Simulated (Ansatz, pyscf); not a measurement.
`[BH]` [singlet] + `[CH4]` -> `[BH2][CH3]`, an insertion on the singlet surface: C–H broken, B–H, B–C formed. Optimised with ωB97X-D3(BJ)/def2-SVP in PySCF. Wave-function energies: Ansatz (a first-principles code), frozen core, RHF or UHF references. In kcal/mol, from the separated reactants.

Cost: rough CPU time of the saddle's run relative to CCSD(T)/cc-pV(D+d)Z, from one job on a shared machine, with the HF step and its search for lower states.

| level | barrier | reaction energy | cost |
|---|---|---|---|
| PBE0-D3(BJ)/def2-TZVP | 4.28 | -91.62 | – |
| ωB97M-D3(BJ)/def2-TZVP | 11.07 | -85.68 | – |
| CCSD(T)/cc-pV(D+d)Z | 17.55 | -76.61 | 1 |
| CCSDT(Q)/cc-pV(D+d)Z | 17.12 | -76.59 | 39 |
| CCSD(T)/cc-pV(T+d)Z | 14.60 | -80.21 | 9 |
| CCSD(T)/cc-pV(Q+d)Z | 13.71 | -81.44 | – |

In cc-pV(D+d)Z, going from CCSD(T) to CCSDT(Q) shifts the barrier by -0.43 and the reaction energy by +0.02 kcal/mol. With HF in the quadruple-zeta basis and the correlation energy extrapolated as X⁻³ from X = 3, 4, CCSD(T) gives 13.19 and -82.27; adding the double-zeta shift gives ΔE‡ = 12.76 and ΔE = -82.25 kcal/mol, without core correlation, relativity or geometry relaxation at these levels. This saddle turned up in a search for another step; its sides and bond changes are read from the two ends of the descent. This is the saddle that the search found; another between the same sides may lie lower.
